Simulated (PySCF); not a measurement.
Predicted microwave data (PBE0-D3(BJ)/def2-SVP geometry optimisation, gas phase (PySCF)) for one isomer of C3H4F2O:

```
Rotational constants : A = 6717, B = 2532, C = 2098 MHz
Dipole components    : |μa| = 0.11 D, |μb| = 0.82 D, |μc| = 0.84 D
Inertial defect      : -33.98 u·Å²
κ                    : -0.81
```

Problem. Which structure is it? (One computed conformer of each.)
A. `FC1(F)COC1`
B. `[F:1][CH2:2][C@@H:3]1[O:4][C@@H:5]1[F:6]` with F1–C2–C3–O4 169°
C. `[CH2:1]=[CH:2][O:3][CH:4]([F:5])[F:6]` with C1–C2–O3–C4 16°, C2–O3–C4–F5 166°
D. `[CH3:1][O:2]/[C:3]([F:4])=[CH:5]\[F:6]` with C1–O2–C3–F4 55°
E. `[CH2:1]=[C:2]([F:3])[O:4][CH2:5][F:6]` with C1–C2–O4–C5 18°, C2–O4–C5–F6 -75°
F. `[F:1][CH:2]([F:3])[C@@H:4]1[CH2:5][O:6]1` with F1–C2–C4–C5 -90°

Solution. B. It is FC[C@@H]1O[C@@H]1F, an asymmetric top, point group C1. The candidates at the same level (rigid rotor, commonest isotopes):

| SMILES | A (MHz) | B (MHz) | C (MHz) | μa (D) | μb (D) | μc (D) | Δ (u·Å²) | point group | rotor |
| --- | --- | --- | --- | --- | --- | --- | --- | --- | --- |
| C=C(F)OCF | 7988 | 2410 | 1975 | 1.00 | 0.02 | 1.55 | -17.11 | C1 | asymmetric top |
| C=COC(F)F | 7674 | 2614 | 2116 | 1.74 | 0.09 | 1.25 | -20.41 | C1 | asymmetric top |
| FC[C@@H]1O[C@@H]1F | 6717 | 2532 | 2098 | 0.11 | 0.82 | 0.84 | -33.98 | C1 | asymmetric top |
| FC(F)[C@@H]1CO1 | 7068 | 2700 | 2115 | 1.26 | 1.70 | 0.21 | -19.70 | C1 | asymmetric top |
| FC1(F)COC1 | 5956 | 3284 | 3066 | 0.16 | 0.00 | 0.00 | -73.91 | C2v | asymmetric top |
| CO/C(F)=C\F | 5626 | 2771 | 1962 | 1.47 | 0.03 | 1.01 | -14.55 | C1 | asymmetric top |

`FC(F)[C@@H]1CO1` has B 7 % too high; `CO/C(F)=C\F` has A 16 % too low; `C=C(F)OCF` has A 19 % too high; `C=COC(F)F` has A 14 % too high; `FC1(F)COC1` has C 46 % too high. No structure here is proved a minimum.
